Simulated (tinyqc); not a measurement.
Worked calculation: LCCD on RHF in the sto-3g basis, frozen core, for H2O, spin multiplicity 1. One step of it, computed by the program tinyqc.

Question. Orthogonalisation. S = U s U^T; symmetric (Loewdin) form X = U s^(-1/2) U^T, so that X^T S X = 1.

overlap S:
```
,1O 1s,1O 2s,1O 2px,1O 2py,1O 2pz,2H 1s,3H 1s
1O 1s,1.000000,0.236704,0.000000,0.000000,0.000000,0.055911,0.055911
1O 2s,0.236704,1.000000,0.000000,0.000000,0.000000,0.484599,0.484599
1O 2px,0.000000,0.000000,1.000000,0.000000,0.000000,0.000000,0.000000
1O 2py,0.000000,0.000000,0.000000,1.000000,0.000000,0.306635,-0.306635
1O 2pz,0.000000,0.000000,0.000000,0.000000,1.000000,0.254613,0.254613
2H 1s,0.055911,0.484599,0.000000,0.306635,0.254613,1.000000,0.275700
3H 1s,0.055911,0.484599,0.000000,-0.306635,0.254613,0.275700,1.000000
```

Give: eigenvalues of S; X.

Answer.

eigenvalues of S: 0.332  0.407  0.883  1.000  1.096  1.317  1.965

X:
```
,1O 1s,1O 2s,1O 2px,1O 2py,1O 2pz,2H 1s,3H 1s
1O 1s,1.024,-0.144,0.000,0.000,-0.011,0.022,0.022
1O 2s,-0.144,1.259,0.000,0.000,0.122,-0.304,-0.304
1O 2px,0.000,0.000,1.000,0.000,0.000,0.000,0.000
1O 2py,0.000,0.000,0.000,1.114,0.000,-0.234,0.234
1O 2pz,-0.011,0.122,0.000,0.000,1.063,-0.157,-0.157
2H 1s,0.022,-0.304,0.000,-0.234,-0.157,1.223,-0.101
3H 1s,0.022,-0.304,0.000,0.234,-0.157,-0.101,1.223
```
